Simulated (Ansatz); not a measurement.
A made-up structure of CH$_{4}$AlO (charge -1), singlet:

| atom | x (Å) | y (Å) | z (Å) |
| --- | --- | --- | --- |
| C1 | 0.3093 | 0.0960 | 0.2715 |
| Al2 | -1.2687 | 0.3425 | -0.6187 |
| O3 | 1.4172 | -1.2676 | 0.1021 |
| H4 | -1.8878 | -0.5852 | -1.6514 |
| H5 | -2.1211 | 1.5753 | -0.3660 |
| H6 | 0.7249 | 0.7560 | 0.9893 |
| H7 | 2.1870 | -1.1890 | 0.6646 |

It is relaxed with PBE-D4/def2-SVPD and then PBE0-D4/def2-TZVPD (Ansatz 0.2.0). Atoms count as bonded within 1.22 times the sum of their covalent radii (H–H: 0.88 Å). The end point is not checked to be a true minimum.

Problem. Does its bonding change? (A judgement: the text doesn't fix the answer.)

Solution. Computed: Yes. Formed: C1–O3; broken: none.

Where it ends: The first stage lowers the energy by 1.16 eV in 31 steps. It ends as CH₄AlO ([OH][CH][AlH2]), total charge -1:
| atom | x (Å) | y (Å) | z (Å) |
| --- | --- | --- | --- |
| C1 | 0.4339 | 0.1060 | 0.5274 |
| Al2 | -1.0416 | 0.3250 | -0.5741 |
| O3 | 1.4704 | -0.8628 | 0.4884 |
| H4 | -1.3030 | -0.6909 | -1.8214 |
| H5 | -2.1119 | 1.5156 | -0.3442 |
| H6 | 0.6411 | 0.7673 | 1.3723 |
| H7 | 1.2720 | -1.4323 | -0.2571 |

Labels in which every atom is bracketed show which atoms are joined, not bond orders.

For scale, one of the runs: PBE0-D4/def2-TZVPD relaxation, 156 basis functions, launched by `ansatz run in.yaml --threads 2 --pin off --events-out ev --progress --plain --max-ram 4352MiB`. The run took about 23 s on 2 CPU threads of an Arm Neoverse V2 (shared host).
